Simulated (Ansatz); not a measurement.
# BNHS (doublet): wave-function methods side by side at angle N2–B1–H4 = 180.0°, cc-pVDZ

Aim: climb from Hartree-Fock through coupled cluster and multireference methods for BNHS (doublet) at one geometry and basis, and see what each rung misses.

Program: Ansatz 0.2.0, Gaussian basis. Level of theory: cc-pVDZ, correlated electrons: outside noble gas. These are calculated values, not measurements.

The runs, in order: UHF; CCSD(T) on ROHF; CCSD(T) on UHF; BCCD(T) on ROHF; CISD; CCSDT(Q) on ROHF; CCSDT(Q) on UHF; CASSCF and MRCISD+Q, 3 electrons in 3 orbitals; CASSCF and NEVPT2, 3 electrons in 3 orbitals.

### 1 What is computed

The geometry derives from a PBE0/def2-TZVP stationary point (not a proven minimum). One angle is set to the value named; bond lengths are kept.

4 atoms, charge 0, spin multiplicity 2.

Atoms are counted from 1 here; the program's logs count them from 0.

Bond lengths: B1–N2 1.256 Å, B1–H4 1.170 Å, N2–S3 1.585 Å. Angles: N2–B1–H4 180.0°, B1–N2–S3 180.0°.

Geometry (Å):

```csv
atom,x (Å),y (Å),z (Å)
B1,0.00000,0.00000,0.73170
N2,0.00000,0.00000,-0.52400
S3,0.00000,0.00000,-2.10920
H4,0.00000,0.00000,1.90150
```

In the tables R marks a restricted open-shell determinant and U an unrestricted one; 'pair' is the active space of 3 electrons in 3 orbitals; correlation energies count from the lowest restricted Hartree-Fock solution.

### 2 UHF

Contents of in.yaml:

```yaml
crystal:
  periodic: [false, false, false]
  atoms:
    - {symbol: B, position_ang: [0.000000, 0.000000, 0.731700]}
    - {symbol: N, position_ang: [0.000000, 0.000000, -0.524000]}
    - {symbol: S, position_ang: [0.000000, 0.000000, -2.109200]}
    - {symbol: H, position_ang: [0.000000, 0.000000, 1.901500]}
basis:
  gaussian: {orbitals: cc-pVDZ}
magnetization: {spin_polarized: true, initial_magnetization: 1}
hamiltonian: {xc: hf}
output: {orbitals: {seedname: orbitals}}
```

Command:

```bash
> ansatz run in.yaml --threads 1 --pin off --events-out ev --progress --plain --max-ram 2393MiB
```

The runs that follow: CCSD(T) on ROHF; CCSD(T) on UHF; BCCD(T) on ROHF; CISD; CCSDT(Q) on ROHF; CCSDT(Q) on UHF; CASSCF and MRCISD+Q, 3 electrons in 3 orbitals; CASSCF and NEVPT2, 3 electrons in 3 orbitals.

Q: Predict the results of all the runs planned. Wanted: correlation energy, UCCSDT(Q); RMP2 from UCCSDT(Q); UMP2 from UCCSDT(Q); RCCSD from UCCSDT(Q); RCCSD(T) from UCCSDT(Q); UCCSD(T) from UCCSDT(Q); RCCSDT(Q) from UCCSDT(Q); NEVPT2 pair from UCCSDT(Q); MRCISD+Q pair from UCCSDT(Q).

**Answer**, as computed:

| quantity | value |
| --- | --- |
| correlation energy, UCCSDT(Q) | -10.7227 eV |
| RMP2 from UCCSDT(Q) | +1107.9 meV |
| UMP2 from UCCSDT(Q) | +1140.9 meV |
| RCCSD from UCCSDT(Q) | +453.4 meV |
| RCCSD(T) from UCCSDT(Q) | +60.3 meV |
| UCCSD(T) from UCCSDT(Q) | +62.2 meV |
| RCCSDT(Q) from UCCSDT(Q) | +4.1 meV |
| NEVPT2 pair from UCCSDT(Q) | +1094.3 meV |
| MRCISD+Q pair from UCCSDT(Q) | +275.5 meV |
| levels within 1 kcal/mol (43 meV) | RCCSDT, UCCSDT, RCCSDT(Q) |
| T1 diagnostic | 0.025 |

What this shows: RCCSD(T) lands +60.3 meV from the yardstick (0.6 % of the correlation energy). Of the multireference levels listed MRCISD+Q pair comes nearest (+275.5 meV). These misses are within one basis and frozen core, not against nature; frozen cores of the runs differ by up to some meV.
